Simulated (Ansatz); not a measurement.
Calculated with Ansatz (gas phase, PBE0-D4/def2-TZVP geometries, no zero-point term in ΔE). CCSD(T)/CBS is the MP2 limit (def2-TZVPP, def2-QZVPP) plus CCSD(T) − MP2 in def2-TZVPP, frozen cores. This one scheme is used for every species. DFT in def2-TZVPP. One conformer a species, not always the lowest.

`CC(F)CCF` → `CC(C)F` + `[CH]F`  (formal loss of a carbene)

CCSD(T)/CBS gives +374.6 kJ/mol.

(1) Another level gave +375.2 kJ/mol. Which?
A. B97M-V/def2-TZVPP
B. BHLYP/def2-TZVPP
C. CCSD/def2-TZVPP
D. PBE-QIDH/def2-TZVPP

Largest T1 diagnostic among the species: 0.018.

## Answers

(1) A. B97M-V 375.2, BHLYP 370.9, PBE-QIDH 399.4, CCSD/def2-TZVPP 366.7 kJ/mol.

In def2-TZVPP, CCSD(T) changes the Hartree–Fock value by +38.9 kJ/mol (the triples alone add +2.4 kJ/mol) and MP2 by +65.6 kJ/mol. From PBE to PBE0 (25 % exact exchange), in def2-TZVPP and without D4, ΔE moves by +10.7 kJ/mol. Leaving LDA and LC-ωPBE aside and taking each functional with its dispersion term where it has one, the values, not all of them listed here, spread over 41.6 kJ/mol, from BLYP-D4 to PBE-QIDH. LDA lies +61.1 kJ/mol from PBE without D4.

CCSD(T)/CBS has its own doubt, a few kJ/mol and more with outer-core shells, so smaller differences from it don't rank the levels.
